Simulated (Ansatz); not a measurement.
**Worked example: a bond strength in P2H4 (diphosphine)**

P2H4 has 6 atoms, charge 0, and is taken as a singlet. SMILES: `PP`. The shape was relaxed beforehand at r2SCAN/def2-SVP. This is one conformer, not always the lowest.

```xyz
6

P     0.3718   -1.0614   -0.0830
P    -0.3719    1.0616    0.0795
H    -0.5019   -1.5322    0.9487
H    -0.5762   -1.4024   -1.1000
H     0.5066    1.5347   -0.9470
H     0.5716    1.3997    1.1017
```

Wanted: the dissociation energy of the H6–P2 bond into doublet H and doublet P2H3 (shapes relaxed at r2SCAN/def2-SVP, no zero-point term). 1 Eh = 2625.50 kJ/mol = 27.2114 eV. Totals in Eh; open shells run unrestricted unless said.

```tsv
level	program	P2H4	doublet H	doublet P2H3
HF/def2-TZVPP	Ansatz	-683.815934	-0.499810	-683.220092
B3LYP/def2-TZVPP	Ansatz	-685.164106	-0.502154	-684.532480
wB97M-V/def2-TZVPP	Ansatz	-685.061011	-0.494111	-684.433348
```

Work out the dissociation energy at each level.


1. HF/def2-TZVPP: (-0.499810) + (-683.220092) − (-683.815934) = 0.096032 Eh = 252.1 kJ/mol = 2.61 eV.
2. B3LYP/def2-TZVPP: (-0.502154) + (-684.532480) − (-685.164106) = 0.129472 Eh = 339.9 kJ/mol = 3.52 eV.
3. wB97M-V/def2-TZVPP: (-0.494111) + (-684.433348) − (-685.061011) = 0.133552 Eh = 350.6 kJ/mol = 3.63 eV.

The levels span 252 to 351 kJ/mol; no measured value is set beside them. Hartree–Fock lacks the correlation of the bonding electrons, so it comes out low. A bond enthalpy at 298 K also holds the loss of zero-point energy and thermal terms.
